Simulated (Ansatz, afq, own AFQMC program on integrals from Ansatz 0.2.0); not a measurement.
**CH$_{7}$Ge, doublet in cc-pVDZ, levels against CCSDT(Q)**

```xyz
9

Ge   -0.4905    0.0000    0.0000
H    -1.0019    1.4466    0.0000
H    -1.0019   -0.7233    1.2528
H    -1.0019   -0.7233   -1.2528
H     1.2945    0.0000    0.0000
C     2.4845    0.0000    0.0000
H     2.4845   -1.0800    0.0000
H     2.4845    0.5400    0.9353
H     2.4845    0.5400   -0.9353
```

Basis cc-pVDZ. Only valence electrons are correlated. Integrals, coupled cluster, full CI and functionals: Ansatz 0.2.0; the random walks run on the same integrals in our own AFQMC program. The CISD trial takes its coefficients from CCSD amplitudes. Released means that phaseless walkers are propagated on without the constraint, phases kept. Uncertainties: one standard error, sampling alone. No spin–orbit coupling.

Determinant: UHF, the one that the program's search chose, which needn't be the lowest solution. The geometry is a point of a scan.

No full CI on the walks' own integrals is used here; CCSDT(Q) serves as the reference and is uncertain by about the last step of the cluster series.

Cautions: no relativity below Rb; no spin-orbit coupling; inner d shell frozen.

* T1 diagnostic: 0.0126
* weight of the determinant in the CISD state: 0.862
* ⟨S²⟩ of the determinant: 0.775
* size of the correlated space: 15 electrons in 61 orbitals

Reference: CCSDT(Q), correlation energy -8.824 eV. The released energy is read at 1.50 1/Eh (meV from the phaseless value at times in 1/Eh: -3 ± 4 at 0.24, -8 ± 3 at 0.51, -13 ± 4 at 0.99, -6 ± 4 at 1.50).

| level | E − E(reference) (meV) | share of correlation (%) |
| --- | --- | --- |
| HF | 8824.1 | 0.00 |
| MP2 | 1562.5 | 82.29 |
| CCSD | 244.7 | 97.23 |
| CCSD(T) | 38.9 | 99.56 |
| CCSDT | 9.0 | 99.90 |
| ph-AFQMC/CISD | 9.8 ± 4.5 | 99.89 |
| released AFQMC | 4.0 ± 3.7 | 99.95 |

A walk keeps the symmetry of its determinant, which the program's search chose and which needn't be the lowest solution, so a lower state of the same spin and another symmetry isn't excluded. Released energies are given only where the last usable release times agree within the noise; a slower fall can still hide under it.
